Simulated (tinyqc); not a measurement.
UKS/exchange-only LDA in the sto-3g basis, for H2O+, spin multiplicity 2, step by step. One step of it, computed by the program tinyqc.

Task: Iteration 1: building the Kohn-Sham matrix. J_ij = sum D_kl (ij|kl) with D = D(alpha) + D(beta); F = H + J + V_xc; E = tr D H + tr D J / 2 + E_xc + E_nn.

D(alpha) at the start:
```
            1O 1s      1O 2s     1O 2px     1O 2py     1O 2pz      2H 1s      3H 1s
1O 1s    0.877260  -0.585710  -0.146190   0.015078  -0.372503   0.132975   0.261474
1O 2s   -0.585710   1.619748  -0.206184  -0.083753  -0.052768  -0.660714  -0.694839
1O 2px  -0.146190  -0.206184   0.787656  -0.278786  -0.263842   0.361329  -0.058197
1O 2py   0.015078  -0.083753  -0.278786   0.645221  -0.023912   0.285828   0.153924
1O 2pz  -0.372503  -0.052768  -0.263842  -0.023912   0.577930  -0.220448  -0.092835
2H 1s    0.132975  -0.660714   0.361329   0.285828  -0.220448   0.629191   0.394362
3H 1s    0.261474  -0.694839  -0.058197   0.153924  -0.092835   0.394362   1.312459
```

D(beta) at the start:
```
            1O 1s      1O 2s     1O 2px     1O 2py     1O 2pz      2H 1s      3H 1s
1O 1s    0.877172  -0.578461  -0.151969   0.013955  -0.371504   0.126973   0.262314
1O 2s   -0.578461   1.023958   0.268750   0.008520  -0.134809  -0.167495  -0.763845
1O 2px  -0.151969   0.268750   0.409063  -0.352342  -0.198443  -0.031841  -0.003188
1O 2py   0.013955   0.008520  -0.352342   0.630930  -0.011206   0.209439   0.164612
1O 2pz  -0.371504  -0.134809  -0.198443  -0.011206   0.566632  -0.152531  -0.102337
2H 1s    0.126973  -0.167495  -0.031841   0.209439  -0.152531   0.220884   0.451489
3H 1s    0.262314  -0.763845  -0.003188   0.164612  -0.102337   0.451489   1.304466
```

core Hamiltonian H = T + V (hartree):
```
             1O 1s      1O 2s     1O 2px     1O 2py     1O 2pz      2H 1s      3H 1s
1O 1s   -32.770927  -7.624642   0.000000   0.000275  -0.017593  -1.911667  -1.952187
1O 2s    -7.624642  -9.379658   0.000000   0.002507  -0.203437  -3.974778  -4.031963
1O 2px    0.000000   0.000000  -7.494189   0.000000   0.000000   0.000000   0.000000
1O 2py    0.000275   0.002507   0.000000  -7.695416   0.001316  -2.292469   2.314046
1O 2pz   -0.017593  -0.203437   0.000000   0.001316  -7.568245  -1.452031  -1.467929
2H 1s    -1.911667  -3.974778   0.000000  -2.292469  -1.452031  -5.210335  -1.564417
3H 1s    -1.952187  -4.031963   0.000000   2.314046  -1.467929  -1.564417  -5.246497
```

Two-electron integrals (ij|kl) in chemists' order, unique and non-zero (hartree):
```
(11|11) 4.785065    (21|11) 0.741380    (21|21) 0.136873    (22|11) 1.118947
(22|21) 0.256633    (22|22) 0.817206    (31|31) 0.024477    (32|31) 0.037809
(32|32) 0.180518    (33|11) 1.115814    (33|21) 0.256684    (33|22) 0.817023
(33|33) 0.880159    (41|41) 0.024477    (42|41) 0.037809    (42|42) 0.180518
(43|43) 0.047444    (44|11) 1.115814    (44|21) 0.256684    (44|22) 0.817023
(44|33) 0.785270    (44|44) 0.880159    (51|51) 0.024477    (52|51) 0.037809
(52|52) 0.180518    (53|53) 0.047444    (54|54) 0.047444    (55|11) 1.115814
(55|21) 0.256684    (55|22) 0.817023    (55|33) 0.785270    (55|44) 0.785270
(55|55) 0.880159    (61|11) 0.187696    (61|21) 0.034332    (61|22) 0.063863
(61|33) 0.063744    (61|41) 0.001342    (61|42) 0.002501    (61|44) 0.064011
(61|51) 0.000813    (61|52) 0.001516    (61|54) 0.000162    (61|55) 0.063842
(61|61) 0.008722    (62|11) 0.429945    (62|21) 0.099727    (62|22) 0.348494
(62|33) 0.342811    (62|41) 0.006349    (62|42) 0.047295    (62|44) 0.355046
(62|51) 0.003848    (62|52) 0.028666    (62|54) 0.007415    (62|55) 0.347305
(62|61) 0.025445    (62|62) 0.179802    (63|31) 0.010753    (63|32) 0.061426
(63|43) 0.009974    (63|53) 0.006045    (63|63) 0.026480    (64|11) 0.254822
(64|21) 0.059907    (64|22) 0.223646    (64|33) 0.213365    (64|41) 0.014123
(64|42) 0.090437    (64|44) 0.241103    (64|51) 0.002042    (64|52) 0.017583
(64|54) 0.010767    (64|55) 0.216227    (64|61) 0.016001    (64|62) 0.140167
(64|64) 0.134584    (65|11) 0.154447    (65|21) 0.036310    (65|22) 0.135552
(65|33) 0.129320    (65|41) 0.002042    (65|42) 0.017583    (65|44) 0.134042
(65|51) 0.011991    (65|52) 0.072084    (65|54) 0.012836    (65|55) 0.143145
(65|61) 0.009698    (65|62) 0.084955    (65|64) 0.065522    (65|65) 0.066193
(66|11) 0.549959    (66|21) 0.129633    (66|22) 0.516733    (66|33) 0.495661
(66|41) 0.011269    (66|42) 0.113305    (66|44) 0.541444    (66|51) 0.006830
(66|52) 0.068674    (66|54) 0.027749    (66|55) 0.512480    (66|61) 0.033418
(66|62) 0.326704    (66|64) 0.291152    (66|65) 0.176467    (66|66) 0.774606
(71|11) 0.191732    (71|21) 0.035067    (71|22) 0.065220    (71|33) 0.065099
(71|41) -0.001368   (71|42) -0.002548   (71|44) 0.065370    (71|51) 0.000830
(71|52) 0.001547    (71|54) -0.000165   (71|55) 0.065199    (71|61) 0.008750
(71|62) 0.025057    (71|64) 0.014338    (71|65) 0.009555    (71|66) 0.032419
(71|71) 0.009099    (72|11) 0.436474    (72|21) 0.101229    (72|22) 0.353410
(72|33) 0.347674    (72|41) -0.006433   (72|42) -0.047799   (72|44) 0.360010
(72|51) 0.003906    (72|52) 0.029023    (72|54) -0.007490   (72|55) 0.352222
(72|61) 0.024905    (72|62) 0.146504    (72|64) 0.078713    (72|65) 0.067136
(72|66) 0.217987    (72|71) 0.026374    (72|72) 0.184474    (73|31) 0.010949
(73|32) 0.062422    (73|43) -0.010095   (73|53) 0.006129    (73|63) 0.020845
(73|73) 0.027262    (74|11) -0.257463   (74|21) -0.060525   (74|22) -0.225751
(74|33) -0.215359   (74|41) 0.014352    (74|42) 0.091640    (74|44) -0.243395
(74|51) -0.002066   (74|52) -0.017740   (74|54) 0.010894    (74|55) -0.218252
(74|61) -0.014177   (74|62) -0.078179   (74|64) -0.021625   (74|65) -0.034988
(74|66) -0.102242   (74|71) -0.016512   (74|72) -0.143148   (74|74) 0.137171
(75|11) 0.156328    (75|21) 0.036750    (75|22) 0.137073    (75|33) 0.130764
(75|41) -0.002066   (75|42) -0.017740   (75|44) 0.135528    (75|51) 0.012204
(75|52) 0.073194    (75|54) -0.012988   (75|55) 0.144779    (75|61) 0.009472
(75|62) 0.067007    (75|64) 0.035148    (75|65) 0.051076    (75|66) 0.109269
(75|71) 0.010026    (75|72) 0.086918    (75|74) -0.066736   (75|75) 0.067783
(76|11) 0.158278    (76|21) 0.036962    (76|22) 0.137750    (76|33) 0.135067
(76|41) 0.000010    (76|42) 0.000102    (76|44) 0.138264    (76|51) 0.002347
(76|52) 0.019942    (76|54) 0.000023    (76|55) 0.139777    (76|61) 0.009301
(76|62) 0.068081    (76|64) 0.045843    (76|65) 0.036160    (76|66) 0.122847
(76|71) 0.009497    (76|72) 0.068852    (76|74) -0.046033   (76|75) 0.036485
(76|76) 0.030485    (77|11) 0.554440    (77|21) 0.130670    (77|22) 0.520032
(77|33) 0.498830    (77|41) -0.011400   (77|42) -0.114044   (77|44) 0.544852
(77|51) 0.006922    (77|52) 0.069246    (77|54) -0.027944   (77|55) 0.515797
(77|61) 0.031996    (77|62) 0.216258    (77|64) 0.102177    (77|65) 0.108638
(77|66) 0.332565    (77|71) 0.034403    (77|72) 0.331733    (77|74) -0.294324
(77|75) 0.178710    (77|76) 0.122847    (77|77) 0.774606
```

nuclear repulsion = 9.58328806 hartree

V_xc(alpha) (hartree):
```
            1O 1s      1O 2s     1O 2px     1O 2py     1O 2pz      2H 1s      3H 1s
1O 1s   -2.599364  -0.361827   0.012468   0.000188   0.023933  -0.091427  -0.093463
1O 2s   -0.361827  -0.704681   0.021131   0.002003   0.029704  -0.287589  -0.302510
1O 2px   0.012468   0.021131  -0.697354   0.019149   0.019837   0.009456   0.004850
1O 2py   0.000188   0.002003   0.019149  -0.715372   0.007832  -0.189263   0.206521
1O 2pz   0.023933   0.029704   0.019837   0.007832  -0.686380  -0.104673  -0.117515
2H 1s   -0.091427  -0.287589   0.009456  -0.189263  -0.104673  -0.443931  -0.109750
3H 1s   -0.093463  -0.302510   0.004850   0.206521  -0.117515  -0.109750  -0.511579
```

V_xc(beta) (hartree):
```
            1O 1s      1O 2s     1O 2px     1O 2py     1O 2pz      2H 1s      3H 1s
1O 1s   -2.578735  -0.346671  -0.001690  -0.005337   0.028511  -0.088078  -0.089164
1O 2s   -0.346671  -0.629121  -0.048046  -0.028506   0.040124  -0.261099  -0.269437
1O 2px  -0.001690  -0.048046  -0.596336   0.045790   0.019069  -0.004856  -0.021230
1O 2py  -0.005337  -0.028506   0.045790  -0.649568   0.004775  -0.179150   0.180812
1O 2pz   0.028511   0.040124   0.019069   0.004775  -0.626175  -0.091880  -0.104783
2H 1s   -0.088078  -0.261099  -0.004856  -0.179150  -0.091880  -0.384161  -0.099499
3H 1s   -0.089164  -0.269437  -0.021230   0.180812  -0.104783  -0.099499  -0.483982
```

E_xc = sum of w rho eps_xc = -6.52073540 hartree

Give: Coulomb J; F(alpha); F(beta); total energy of this density.

Result:

Coulomb J (hartree):
```
          1O 1s    1O 2s   1O 2px   1O 2py   1O 2pz    2H 1s    3H 1s
1O 1s   14.0747   2.6771  -0.0041   0.0054  -0.0522   0.6698   0.6835
1O 2s    2.6771   6.9311   0.0329  -0.0254  -0.0566   2.9531   3.0661
1O 2px  -0.0041   0.0329   6.8752  -0.0521  -0.0406  -0.0020   0.0187
1O 2py   0.0054  -0.0254  -0.0521   6.9959  -0.0303   1.8971  -2.0242
1O 2pz  -0.0522  -0.0566  -0.0406  -0.0303   6.9016   1.1334   1.2050
2H 1s    0.6698   2.9531  -0.0020   1.8971   1.1334   4.5053   1.1964
3H 1s    0.6835   3.0661   0.0187  -2.0242   1.2050   1.1964   4.9153
```

F(alpha) (hartree):
```
           1O 1s    1O 2s   1O 2px   1O 2py   1O 2pz    2H 1s    3H 1s
1O 1s   -21.2956  -5.3094   0.0083   0.0059  -0.0459  -1.3333  -1.3621
1O 2s    -5.3094  -3.1533   0.0540  -0.0209  -0.2304  -1.3093  -1.2684
1O 2px    0.0083   0.0540  -1.3163  -0.0329  -0.0208   0.0074   0.0236
1O 2py    0.0059  -0.0209  -0.0329  -1.4148  -0.0211  -0.5847   0.4964
1O 2pz   -0.0459  -0.2304  -0.0208  -0.0211  -1.3530  -0.4233  -0.3805
2H 1s    -1.3333  -1.3093   0.0074  -0.5847  -0.4233  -1.1489  -0.4778
3H 1s    -1.3621  -1.2684   0.0236   0.4964  -0.3805  -0.4778  -0.8428
```

F(beta) (hartree):
```
           1O 1s    1O 2s   1O 2px   1O 2py   1O 2pz    2H 1s    3H 1s
1O 1s   -21.2750  -5.2942  -0.0058   0.0004  -0.0413  -1.3299  -1.3578
1O 2s    -5.2942  -3.0777  -0.0152  -0.0514  -0.2199  -1.2828  -1.2353
1O 2px   -0.0058  -0.0152  -1.2153  -0.0063  -0.0216  -0.0069  -0.0025
1O 2py    0.0004  -0.0514  -0.0063  -1.3490  -0.0242  -0.5745   0.4707
1O 2pz   -0.0413  -0.2199  -0.0216  -0.0242  -1.2928  -0.4105  -0.3678
2H 1s    -1.3299  -1.2828  -0.0069  -0.5745  -0.4105  -1.0892  -0.4675
3H 1s    -1.3578  -1.2353  -0.0025   0.4707  -0.3678  -0.4675  -0.8152
```

total energy of this density = -59.829259 hartree
